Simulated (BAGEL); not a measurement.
# C2H4F2S+ (SMILES FC[S+]CF): UHF/cc-pVDZ (density fitting with qzvpp-jkfit)

Aim: the energy change on altering one bond length of C2H4F2S+ at UHF/cc-pVDZ (density fitting with qzvpp-jkfit), from 2 runs. 

The results are computed with BAGEL 1.2.2.

1 further run of the same task is left out (set aside as unsound or not needed).

### Step 1. The molecule

C2H4F2S+ has 9 atoms, charge +1, and is taken as a doublet. As SMILES, `FC[S+]CF`. The coordinates come from a GFN2-xTB relaxation. This is one conformer, not always the lowest.

Bond lengths: F1–C2 1.334 Å, C2–S3 1.829 Å, S3–C4 1.829 Å, C4–F5 1.334 Å, C2–H6 1.103 Å, C2–H7 1.099 Å, C4–H8 1.103 Å, C4–H9 1.100 Å. Some angles: F1–C2–S3 110.9°, C2–S3–C4 100.9°, S3–C4–F5 110.9°, F1–C2–H6 109.0°, F1–C2–H7 109.7°, S3–C2–H6 109.3°, S3–C2–H7 107.6°, S3–C4–H8 109.2°, S3–C4–H9 107.7°, F5–C4–H8 109.0°.

### Step 2. A single-point energy at UHF/cc-pVDZ (density fitting with qzvpp-jkfit)

The input, calc.json:

```json
{ "bagel": [

{
  "title": "molecule",
  "basis": "cc-pvdz.json",
  "df_basis": "qzvpp-jkfit",
  "angstrom": "true",
  "geometry": [
    { "atom": "F", "xyz": [      -0.203600,       0.259570,      -1.634880 ] },
    { "atom": "C", "xyz": [       0.934590,       0.437860,      -0.963110 ] },
    { "atom": "S", "xyz": [       0.938310,      -0.537130,       0.584340 ] },
    { "atom": "C", "xyz": [      -0.836200,      -0.493940,       1.024090 ] },
    { "atom": "F", "xyz": [      -1.389590,       0.662740,       0.656920 ] },
    { "atom": "H", "xyz": [       1.044980,       1.507810,      -0.720500 ] },
    { "atom": "H", "xyz": [       1.782440,       0.096600,      -1.573850 ] },
    { "atom": "H", "xyz": [      -1.357280,      -1.320050,       0.512350 ] },
    { "atom": "H", "xyz": [      -0.913650,      -0.613460,       2.114640 ] }
  ]
},

{ "title": "uhf", "charge": 1, "nopen": 1 },

{ "title": "print", "file": "orbitals.molden", "orbitals": "true" }

]}
```

The basis set cc-pVDZ is read from a file made from the Basis Set Exchange's data (not shown).

Run with:

```sh
$ BAGEL_NUM_THREADS=1 BAGEL calc.json > calc.out
```

Log:

```text
* using 1 threads per process

  ===============================================================
  ===============================================================

  *** Geometry ***

  { "atom" : "F", "xyz" : [     -0.384748,      0.490516,     -3.089475 ] },
  { "atom" : "C", "xyz" : [      1.766119,      0.827435,     -1.820014 ] },
  { "atom" : "S", "xyz" : [      1.773149,     -1.015029,      1.104243 ] },
  { "atom" : "C", "xyz" : [     -1.580189,     -0.933411,      1.935250 ] },
  { "atom" : "F", "xyz" : [     -2.625945,      1.252397,      1.241399 ] },
  { "atom" : "H", "xyz" : [      1.974726,      2.849348,     -1.361548 ] },
  { "atom" : "H", "xyz" : [      3.368323,      0.182548,     -2.974145 ] },
  { "atom" : "H", "xyz" : [     -2.564887,     -2.494533,      0.968201 ] },
  { "atom" : "H", "xyz" : [     -1.726548,     -1.159271,      3.996090 ] },

  Number of auxiliary basis functions:      504

  Since a DF basis is specified, we compute 2- and 3-index integrals:
    o Being stored without compression. Storage requirement is 0.036 GB

  Number of basis functions:       94
  Number of electrons      :       50

    * METHOD: MOLECULE                             0.40

  *** Open-shell HF ***

  === Nuclear Repulsion ===
   245.4554592540

      * DIIS with orbital gradients will be used.

  === UHF iteration (cc-pvdz.json) ===
      0       -673.89116703          0.02900182           0.19
      1       -674.05850897          0.01771546           0.19
      2       -674.10965409          0.01029286           0.19
      3       -674.13795822          0.00137874           0.19
      4       -674.13941015          0.00043019           0.19
      5       -674.13956835          0.00017041           0.19
      6       -674.13962414          0.00005502           0.19
      7       -674.13963108          0.00002757           0.21
      8       -674.13963419          0.00001499           0.19
      9       -674.13963576          0.00000662           0.19
     10       -674.13963610          0.00000350           0.19
     11       -674.13963617          0.00000121           0.19
     12       -674.13963619          0.00000038           0.19
     13       -674.13963619          0.00000018           0.19
     14       -674.13963619          0.00000011           0.18
     15       -674.13963620          0.00000008           0.19
     16       -674.13963620          0.00000005           0.19
     17       -674.13963620          0.00000003           0.19
     18       -674.13963620          0.00000001           0.19
     19       -674.13963620          0.00000001           0.20
    * SCF iteration converged.

    * S^2 (UHF) is 0.7637

    * Permanent dipole moment:
           (   -1.318563,     0.762763,    -0.808999) a.u.

    * METHOD: UHF                                  4.09

    * METHOD: PRINT                                0.02

  ===============================================================
```

Run time: 4.8 s. Hardware: 1 thread of Intel Xeon Platinum 8259CL at 2.50GHz (Skylake/Cascade Lake), shared host; peak memory 0.14 GiB.

### Step 3. The distorted shape at the same level

The input, input.json:

```json
{ "bagel": [

{
  "title": "molecule",
  "basis": "cc-pvdz.json",
  "df_basis": "qzvpp-jkfit",
  "angstrom": "true",
  "geometry": [
    { "atom": "F", "xyz": [   -0.258797,   -0.275428,   -1.756190 ] },
    { "atom": "C", "xyz": [    0.879393,   -0.097138,   -1.084420 ] },
    { "atom": "S", "xyz": [    0.883113,   -1.072128,    0.463030 ] },
    { "atom": "C", "xyz": [   -0.891397,   -1.028938,    0.902780 ] },
    { "atom": "F", "xyz": [   -1.444787,    0.127742,    0.535610 ] },
    { "atom": "H", "xyz": [    1.044980,    1.507810,   -0.720500 ] },
    { "atom": "H", "xyz": [    1.727243,   -0.438398,   -1.695160 ] },
    { "atom": "H", "xyz": [   -1.412477,   -1.855048,    0.391040 ] },
    { "atom": "H", "xyz": [   -0.968847,   -1.148458,    1.993330 ] }
  ]
},
{ "title": "uhf", "charge": 1, "nopen": 1 },
{ "title": "print", "file": "orbitals.molden", "orbitals": "true" }

]}
```

The basis set cc-pVDZ is read from a file made from the Basis Set Exchange's data (not shown).

Run with:

```sh
$ BAGEL_NUM_THREADS=1 BAGEL input.json > input.out
```

Log:

```text
* using 1 threads per process

  ===============================================================
  ===============================================================

  *** Geometry ***

  { "atom" : "F", "xyz" : [     -0.489055,     -0.520483,     -3.318718 ] },
  { "atom" : "C", "xyz" : [      1.661812,     -0.183564,     -2.049257 ] },
  { "atom" : "S", "xyz" : [      1.668842,     -2.026028,      0.875000 ] },
  { "atom" : "C", "xyz" : [     -1.684496,     -1.944411,      1.706007 ] },
  { "atom" : "F", "xyz" : [     -2.730252,      0.241397,      1.012156 ] },
  { "atom" : "H", "xyz" : [      1.974726,      2.849348,     -1.361548 ] },
  { "atom" : "H", "xyz" : [      3.264016,     -0.828452,     -3.203388 ] },
  { "atom" : "H", "xyz" : [     -2.669195,     -3.505533,      0.738959 ] },
  { "atom" : "H", "xyz" : [     -1.830855,     -2.170271,      3.766848 ] },

  Number of auxiliary basis functions:      504

  Since a DF basis is specified, we compute 2- and 3-index integrals:
    o Being stored without compression. Storage requirement is 0.036 GB

  Number of basis functions:       94
  Number of electrons      :       50

    * METHOD: MOLECULE                             0.41

  *** Open-shell HF ***

  === Nuclear Repulsion ===
   243.2740610904

      * DIIS with orbital gradients will be used.

  === UHF iteration (cc-pvdz.json) ===
      0       -673.80565016          0.02893252           0.19
      1       -673.96400574          0.01837760           0.19
      2       -674.01757166          0.01111561           0.20
      3       -674.05008840          0.00141573           0.19
      4       -674.05261360          0.00055659           0.19
      5       -674.05326000          0.00030559           0.19
      6       -674.05382394          0.00011487           0.19
      7       -674.05401325          0.00007432           0.19
      8       -674.05417248          0.00006047           0.20
      9       -674.05431488          0.00005640           0.19
     10       -674.05446416          0.00005213           0.19
     11       -674.05467388          0.00004562           0.19
     12       -674.05491711          0.00003135           0.19
     13       -674.05496717          0.00001833           0.19
     14       -674.05497329          0.00001161           0.19
     15       -674.05498021          0.00000741           0.20
     16       -674.05498202          0.00000320           0.19
     17       -674.05498214          0.00000178           0.19
     18       -674.05498216          0.00000099           0.19
     19       -674.05498216          0.00000045           0.19
     20       -674.05498216          0.00000019           0.19
     21       -674.05498216          0.00000010           0.19
     22       -674.05498216          0.00000007           0.19
     23       -674.05498216          0.00000005           0.19
     24       -674.05498216          0.00000004           0.19
     25       -674.05498216          0.00000003           0.19
     26       -674.05498216          0.00000002           0.19
     27       -674.05498216          0.00000001           0.19
    * SCF iteration converged.

    * S^2 (UHF) is 0.8958

    * Permanent dipole moment:
           (   -1.308876,     0.672959,    -0.727199) a.u.

    * METHOD: UHF                                  5.58

    * METHOD: PRINT                                0.02

  ===============================================================
```

It took 6.3 s on 1 thread of Intel Xeon Platinum 8259CL at 2.50GHz (Skylake/Cascade Lake), shared host; peak memory 0.14 GiB.

### Step 4. Results

At UHF/cc-pVDZ (density fitting with qzvpp-jkfit):

| quantity | value |
| --- | --- |
| first shape: total energy | -674.13964 Eh |
| first shape: ⟨S²⟩ | 0.764 |
| distorted shape: total energy | -674.05498 Eh |
| distorted shape: ⟨S²⟩ | 0.896 |
| energy change with the C2–H6 bond stretched from 1.103 to 1.654 Å | 2.304 eV |

What this shows: With the C2–H6 bond stretched from 1.103 to 1.654 Å the energy rises by 2.30 eV (222 kJ/mol). The first shape isn't relaxed at this level, so the change isn't measured from a minimum. ⟨S²⟩ (distorted shape) is 0.90 where a pure doublet has 0.75: the reference is spin-contaminated.
